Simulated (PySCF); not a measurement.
# Löwdin shares of the frontier orbitals

C₃H₅P.
Geometry (GFN2-xTB, Å), atoms numbered from 1 in this order:
```xyz
9
C3H5P angstrom
C     -0.974   -0.332    0.136
C      0.209    0.528   -0.317
C      1.465   -0.032    0.122
P      2.792   -0.670    0.613
H     -0.995   -0.406    1.221
H     -0.893   -1.337   -0.274
H     -1.908    0.109   -0.203
H      0.106    1.540    0.089
H      0.212    0.605   -1.411
```

The calculation used TDDFT B3LYP/def2-SVPD, vertical, gas phase, core orbitals frozen in the response in PySCF.

Kohn–Sham orbitals with the atoms that hold most of them (Löwdin shares over 4%, at most four atoms):

```csv
orbital,ε (eV),atoms
LUMO+2,0.43,"C1 20%, C2 18%, C3 18%, P4 12%"
LUMO+1,-1.07,"P4 52%, C3 35%, C2 6%"
LUMO,-1.10,"P4 51%, C3 35%, C2 5%"
HOMO,-7.15,"C3 44%, P4 42%, C2 9%"
HOMO-1,-7.16,"C3 44%, P4 42%, C2 7%, C1 5%"
HOMO-2,-9.35,"P4 64%, C3 20%, C2 7%"
HOMO-3,-10.24,"C1 34%, C2 18%, H5 14%, H6 14%"
```

(1) The HOMO–LUMO gap is 6.04 eV. Where does the response calculation put the lowest singlet, and from which orbitals?

## Answers

(1) S1 is at 4.41 eV (f = 0.0000), 1.64 eV below the gap, made of HOMO→LUMO (55%), HOMO-1→LUMO+1 (44%). 

Next come S2 at 4.68 eV (f 0.0010), HOMO-1→LUMO (50%), HOMO→LUMO+1 (49%); S3 at 4.68 eV (f 0.0004), HOMO-1→LUMO+1 (56%), HOMO→LUMO (44%); S4 at 6.68 eV (f 0.017), HOMO→LUMO+2 (98%); S5 at 6.68 eV (f 0.103), HOMO-1→LUMO+2 (91%).

Löwdin shares depend on the basis, the more so with diffuse functions.

Time: 6.8 s; peak memory 0.51 GiB. Hardware: Arm Neoverse V1, one thread, on a shared host.
